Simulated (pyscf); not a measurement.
**Routes from GeH₂ (SMILES [GeH2]) [singlet] + HF (SMILES F)**

Candidate steps break at most two bonds and form at most two. Each was searched with GFN2-xTB (tblite) first. Optimised with ωB97X-D3(BJ)/def2-SVP in PySCF. Energies: ωB97M-D3(BJ)/def2-TZVP, kcal/mol, from the separated reactants, singlet surface; ΔG‡ with ideal gas, 1 atm, RRHO with modes under 100 cm⁻¹ raised to 100, one conformer, R ln 2 for chiral ones without a mode under 150 cm⁻¹.

```tsv
products	type	ΔE‡	ΔE	ΔG‡ 298 K	ΔG‡ 900 K	ν‡ (cm⁻¹)
F–GeH: [singlet] + H₂	four-centre exchange	2.9	-22.6	11.3	30.2	1159i
F–GeH₃	insertion	13.2	-51.8	21.6	40.6	1399i
```

Row 1: On the reactant side the descent ends in a complex, 7.9 kcal/mol under the separated species and 10.3 kcal/mol under the saddle at ωB97X-D3(BJ)/def2-TZVP. Row 2: On the reactant side the descent ends in a complex, 6.8 kcal/mol under the separated species and 17.9 kcal/mol under the saddle at ωB97X-D3(BJ)/def2-TZVP. 

Plain bond fissions and candidates not yet searched are not listed, and one of them may be faster. Each barrier is that of the saddle found; lower ones may exist. Elements up to Kr have no core potential and no relativistic terms here.
